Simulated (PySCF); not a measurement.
Species: C4H2O.
Cartesian coordinates in Å at the PBE0-D3(BJ)/def2-SVP level; atoms count from 1:
```xyz
7
C4H2O angstrom
C      1.8820   -0.0331   -0.4491
C      0.7406   -0.1711   -0.0598
C     -0.5865   -0.3473    0.4037
C     -1.5822    0.4504    0.0304
O     -2.4604    1.1337   -0.2818
H      2.8922    0.0906   -0.7915
H     -0.8518   -1.1523    1.0980
```

The calculation used MP2 and CCSD/aug-cc-pVDZ in PySCF, restricted Hartree–Fock reference, 5 core orbitals frozen, non-relativistic, gas phase, PBE0-D3(BJ)/def2-SVP geometry.

E(HF) = -227.42488 Eh.

Question: How large is the problem?

Answer: 133 basis functions and 34 electrons; 5 orbitals frozen, which leaves o = 12 correlated occupied and v = 116 virtual orbitals. That is o·v = 1392 singles and o·v(o·v + 1)/2 = 969528 distinct closed-shell doubles amplitudes before symmetry; the costliest CCSD step grows as o²v⁴ = 2.6 × 10^10.

Question: What are the MP2 and CCSD correlation energies?

Answer: MP2 -0.7028 Eh and CCSD -0.7191 Eh, which gives totals of -228.12765 and -228.14396 Eh. That is 0.815 eV for each correlated electron at CCSD (1888 kJ/mol in all, 0.315 % of the total energy); MP2 gives 97.7 % of the CCSD value.

Question: What is the T1 diagnostic?

Answer: 0.0160, below the customary warning level of 0.02. It is the norm of the spatial-orbital singles amplitudes over the root of the number of correlated electrons, so the norm is 0.078.

Question: How does correlation change the dipole moment?

Answer: HF gives 1.09 D and CCSD (unrelaxed density) 0.75 D, a change of -0.34 D; the two vectors are 14° apart.

Connected triples and the basis-set limit are missing.

The job also held the EOM ionisation roots. Time: 2.6 min wall; peak memory 2.4 GiB. Hardware: an Arm Neoverse V2 with one thread, no GPU, shared host with 96 logical CPUs at a one-minute load of 65.
